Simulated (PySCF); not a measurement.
# Spin-rotation constants: SMILES C(#C)/C=C/C#N, C5H3N

Geometry:
```
atom   x (Å)   y (Å)   z (Å)
  C1   2.534   0.373  -0.162
  C2   1.372   0.078  -0.069
  C3   0.016  -0.267   0.046
  C4  -0.912   0.116  -0.845
  C5  -2.263  -0.241  -0.713
  N6  -3.369  -0.531  -0.612
  H7   3.549   0.629  -0.235
  H8  -0.256  -0.867   0.906
  H9  -0.658   0.717  -1.708
```

Computed, not measured: GIAO B3LYP/pcSseg-1 magnetisability, rotational g tensor and spin-rotation constants, non-relativistic, gas phase (PySCF). Geometry: GFN2-xTB.

Give the nuclear spin-rotation constants along the inertial axes (H = +C I·J) beside the isotropic shieldings.

Rotational constants 46.3164, 1.5019, 1.4548 GHz. A star marks the isotopologue with that one atom substituted, in its own axes.
| atom | isotope | Caa (kHz) | Cbb (kHz) | Ccc (kHz) | mean (kHz) | σ (ppm) |
| --- | --- | --- | --- | --- | --- | --- |
| N6 | 14N | 3.179 | 0.329 | 0.338 | 1.282 | -67.6 |
| H7 | 1H | 1.764 | -0.168 | -0.172 | 0.475 | 28.4 |
| H8 | 1H | -4.372 | 0.129 | -0.168 | -1.470 | 25.3 |
| H9 | 1H | -4.473 | 0.119 | -0.173 | -1.509 | 26.0 |
| C1 | 13C* | 7.896 | 0.470 | 0.476 | 2.947 | 81.5 |
| C2 | 13C* | 0.285 | 0.550 | 0.548 | 0.461 | 97.0 |
| C3 | 13C* | 20.348 | 0.618 | 0.203 | 7.056 | 43.3 |
| C4 | 13C* | 18.925 | 0.533 | 0.204 | 6.554 | 62.2 |
| C5 | 13C* | 0.957 | 0.652 | 0.667 | 0.759 | 60.8 |

For the geometry as given, no vibrational averaging.

How do the rotational constants and the g tensor change when H7, H8, H9 are replaced by deuterium?

Constants 32.1947, 1.4317, 1.3708 GHz; g -0.1584, -0.0195, -0.0111, against -0.2278, -0.0202, -0.0115 before.
